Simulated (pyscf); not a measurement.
One four-centre exchange on the singlet surface with elements of a group swapped. ωB97M-D3(BJ)/def2-TZVP, kcal/mol, from the separated reactants. Single points on ωB97X-D3(BJ)/def2-SVP structures (PySCF, gas phase).

```json
[
 {"step": "`[NH2][SiH2][Cl]` + `[H][H]` -> `[SiH3][Cl]` + `[NH3]`", "barrier": "___", "reaction energy": "___", "imaginary mode (i cm⁻¹)": "1511"},
 {"step": "`[NH2][GeH2][Cl]` + `[H][H]` → `[Cl][GeH3]` + `[NH3]`", "barrier": "49.1", "reaction energy": "-1.2", "imaginary mode (i cm⁻¹)": "1581"}
]
```

Problem. Complete the blanks.

Solution. 
- `[NH2][SiH2][Cl]` + `[H][H]` -> `[SiH3][Cl]` + `[NH3]`, barrier: 51.0
- `[NH2][SiH2][Cl]` + `[H][H]` -> `[SiH3][Cl]` + `[NH3]`, reaction energy: +10.8

Row 1: On the product side the descent ends in a complex, 7.7 kcal/mol under the separated species and 47.9 kcal/mol under the saddle at ωB97X-D3(BJ)/def2-TZVP. Row 2: On the product side the descent ends in a complex, 7.4 kcal/mol under the separated species and 56.9 kcal/mol under the saddle at ωB97X-D3(BJ)/def2-TZVP. Each row is the saddle that its search found. Elements up to Kr have no core potential and no relativistic terms here.
